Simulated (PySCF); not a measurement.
Species: C4H10N2.
Z-matrix (Å and degrees, GFN2-xTB geometry), rows numbered from 1:
```
C 
N   1  1.4486
N   2  1.4202  1  109.20
C   2  1.4364  1  112.12  3   126.08
C   4  1.4991  2  117.59  1   154.24
C   4  1.4975  2  117.90  1    85.45
H   1  1.1007  2  112.57  3   -65.67
H   1  1.0876  2  108.60  3   173.55
H   1  1.0871  2  108.01  3    54.62
H   3  1.0155  2  108.12  1  -164.22
H   3  1.0265  2  111.48  1    77.13
H   4  1.0966  2  115.35  1   -60.53
H   5  1.0797  4  118.60  6  -108.80
H   5  1.0791  4  117.30  6   107.36
H   6  1.0782  4  117.08  5  -107.61
H   6  1.0793  4  118.43  5   108.82
```

Computed at PBE0/pcSseg-1 (PySCF, non-relativistic), with Q(14N) = 0.02044 b: N2, 14N (I = 1): χzz = -6.958 MHz, η = 0.348; N3, 14N (I = 1): χzz = -6.434 MHz, η = 0.452.

Problem. Find the zero-field quadrupole resonance frequencies of 14N at N2.

Solution. From ν± = (3/4)|χ|(1 ± η/3) and ν0 = |χ|η/2: ν+ 5.823 MHz, ν− 4.614 MHz, ν0 1.209 MHz (hydrazine nitrogen).

Problem. Where would the pure quadrupole (NQR) lines of 14N at N3 fall for the rigid, isolated species?

Solution. From ν± = (3/4)|χ|(1 ± η/3) and ν0 = |χ|η/2: ν+ 5.553 MHz, ν− 4.098 MHz, ν0 1.455 MHz (hydrazine nitrogen).

In a crystal, neighbours and librations shift these lines. GFN2-xTB bond lengths can be off by several hundredths of an ångström, more for odd bonds, and the gradients follow them. The basis is small and wasn't made for field gradients, so the couplings can be 20 % off.

One conformer stands for the species.
